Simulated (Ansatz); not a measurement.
Ideal-gas functions of C3H4Cl2 (`ClC1(Cl)CC1`) at 400 K and 1 bar, from an Ansatz frequency run at PBE0-D4/def2-TZVP.

Molar mass 110.97 g/mol, point group C2v (symmetry number 2), electronic degeneracy 1, moments of inertia 126.278, 174.395, 260.371 u Å². Harmonic wavenumbers (cm⁻¹, unscaled): 272, 295, 299, 410, 515, 731, 775, 925, 932, 995, 1060, 1088, 1157, 1181, 1293, 1446, 1487, 3163, 3164, 3250, 3262.

Use S(trans) = R[1.5 ln M + 2.5 ln T − 1.1517]; rotational temperatures θ = 24.2544 K / I; S(rot) = R[ln(√π/σ · √(T³/θAθBθC)) + 1.5]; for each mode x = 1.438777 ν̃/T, S = R[x/(eˣ − 1) − ln(1 − e⁻ˣ)] and H = RT x/(eˣ − 1); 1 cm⁻¹ = 0.0119627 kJ/mol; R = 8.31446 J/(mol·K).

Task: By hand: the entropy, in J/(mol·K).

Result: Translation 173.7. Rotation: θ = 0.1921, 0.1391, 0.0932 K, giving 111.1. Vibration, mode by mode: 8.82, 8.20, 8.10, 5.80, 4.28, 2.32, 2.05, 1.33, 1.31, 1.09, 0.90, 0.83, 0.68, 0.63, 0.45, 0.29, 0.25, 0.00, 0.00, 0.00, 0.00, in all 47.3. Electronic 0.0. Sum 332.1 J/(mol·K).

Task: By hand: H − E and G − E in kJ/mol, counted from the electronic energy.

Result: Zero-point energy ½ × 27700 × 0.0119627 = 165.7; thermal vibration 12.0; translation, rotation and pV give 4 RT = 13.3. H − E = 191.0 kJ/mol, and G − E = 191.0 − 400 × 332.1/1000 = 58.2 kJ/mol.

Vibration gives 14 % of the entropy.
